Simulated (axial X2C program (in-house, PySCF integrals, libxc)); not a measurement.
**Which molecule gave these maps?**

PBE0 fields computed with an axial X2C code built on PySCF integrals, without spin–orbit coupling, near the equilibrium distance, one atom at z = 0.

The maps cover the half plane through the axis: z from -2.4 to 3.6 Å along the bond, ρ from 0.15 to 2.25 Å away from it.

log10 of the density in e/bohr³:

```
 ρ\z  -2.4  -1.8  -1.2  -0.6   0.0   0.6   1.2   1.8   2.4   3.0   3.6
0.15  -2.6  -2.2  -1.9  -0.8   0.9  -0.8  -0.6   0.7  -0.6  -1.9  -2.9
0.45  -2.6  -2.3  -2.0  -1.3  -0.1  -1.2  -0.8  -0.3  -0.9  -2.0  -2.9
0.75  -2.7  -2.3  -2.1  -1.8  -1.3  -1.6  -1.2  -0.9  -1.3  -2.2  -3.1
1.05  -2.8  -2.4  -2.2  -2.0  -2.0  -1.9  -1.6  -1.5  -1.8  -2.5  -3.2
1.35  -2.9  -2.6  -2.3  -2.2  -2.2  -2.2  -2.0  -2.0  -2.2  -2.8  -3.4
1.65  -3.1  -2.8  -2.5  -2.4  -2.4  -2.4  -2.4  -2.4  -2.6  -3.1  -3.6
1.95  -3.2  -2.9  -2.7  -2.7  -2.7  -2.7  -2.7  -2.8  -3.0  -3.4  -3.9
2.25  -3.4  -3.1  -3.0  -2.9  -2.9  -3.0  -3.0  -3.1  -3.3  -3.7  -4.1
```

Electron localisation function (collinear form, no current term, damped to 0 at low density):

```
 ρ\z  -2.4  -1.8  -1.2  -0.6   0.0   0.6   1.2   1.8   2.4   3.0   3.6
0.15  0.99  1.00  0.61  0.48  0.26  0.21  0.79  0.42  0.83  0.45  0.10
0.45  0.99  1.00  0.78  0.14  0.83  0.07  0.79  0.83  0.81  0.40  0.08
0.75  0.99  1.00  0.94  0.05  0.15  0.07  0.72  0.83  0.72  0.32  0.06
1.05  0.98  1.00  0.98  0.30  0.04  0.22  0.59  0.68  0.54  0.23  0.04
1.35  0.96  0.99  0.99  0.82  0.30  0.34  0.44  0.47  0.35  0.14  0.02
1.65  0.89  0.98  0.98  0.92  0.55  0.32  0.31  0.29  0.20  0.07  0.01
1.95  0.72  0.93  0.95  0.88  0.54  0.25  0.20  0.17  0.11  0.03  0.00
2.25  0.42  0.77  0.86  0.76  0.42  0.17  0.11  0.09  0.04  0.01  0.00
```

Axial spin density in 10⁻³ e/bohr³:

```
 ρ\z  -2.4  -1.8  -1.2  -0.6   0.0   0.6   1.2   1.8   2.4  3.0  3.6
0.15   2.0   4.5   7.0   0.9  -1.7   0.9  48.3  19.7  37.6  2.5  0.2
0.45   1.9   4.1   6.5   2.8  -0.1  -0.5  15.4   4.9  13.8  1.6  0.1
0.75   1.6   3.4   5.4   3.8   0.3  -1.6   1.7   0.0   3.1  0.8  0.1
1.05   1.3   2.6   4.1   3.3   0.4  -1.4  -0.6  -0.3   0.6  0.3  0.1
1.35   1.0   1.9   2.8   2.4   0.4  -0.8  -0.6  -0.2   0.1  0.1  0.0
1.65   0.7   1.3   1.8   1.5   0.4  -0.4  -0.3  -0.1   0.0  0.0  0.0
1.95   0.5   0.8   1.1   0.9   0.3  -0.1  -0.2  -0.1   0.0  0.0  0.0
2.25   0.3   0.5   0.7   0.5   0.2   0.0  -0.1   0.0   0.0  0.0  0.0
```

**Question.** Which molecule is it?
A. LiBh
B. MgO⁻
C. GaSb
D. KB⁺

**Answer.** B. MgO⁻, with Mg at z = 0 and O at z = 1.791 Å, state M_S = 1/2, Λ = 0 (beyond evenly filled blocks: σα), basis Mg dyall-av3z [10s9p6d4f], O dyall-av3z [7s6p3d2f] (cores contracted in-house). The state is one determinant whose occupation by symmetry is held fixed; it was picked as the lowest of a PBE0 search that is not exhaustive.
